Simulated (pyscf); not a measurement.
PySCF, gas phase, ωB97X-D3(BJ)/def2-SVP geometries.

Q: For the elementary gas-phase step HO–Nb(F)(F)(F)–F + H₂S → HO–Nb(F)(F)(F)–SH + HF (singlet surface; F–Nb, H–S broken, Nb–S, F–H formed), what barrier and reaction energy does B3LYP-D3(BJ)/def2-TZVP give, measured from the separated reactants?

A: ΔE‡ = 0.40 eV, ΔE = +0.52 eV. ωB97M-D3(BJ)/def2-TZVP gives 0.45 eV and +0.59 eV. Zero-point energy shifts the barrier by +0.03 eV. It is a four-centre exchange, with an imaginary mode of 746i cm⁻¹. On the reactant side the descent ends in an adduct with a Nb–S contact (not fully relaxed), 0.65 eV under the separated species and 0.88 eV under the saddle at ωB97X-D3(BJ)/def2-TZVP. On the product side the descent ends in an adduct with a F–Nb contact, 0.34 eV under the separated species and 0.18 eV under the saddle at ωB97X-D3(BJ)/def2-TZVP. At B3LYP-D3(BJ) the saddle lies under the separated products, which points to a path from their complex (located at ωB97X-D3(BJ) alone), and parting the products costs more than the saddle. What is counted as formed (Nb–S) is already present as a longer contact in the reactant adduct; forming that adduct is a step of its own. What is counted as broken (F–Nb) persists as a longer contact in the product adduct; parting that adduct is a step of its own. At ωB97X-D3(BJ)/def2-TZVP the barrier from the zero used here is 0.23 eV. One saddle was located; it need not be the lowest between these sides. Elements past Kr carry the def2 core potentials, without spin-orbit coupling.
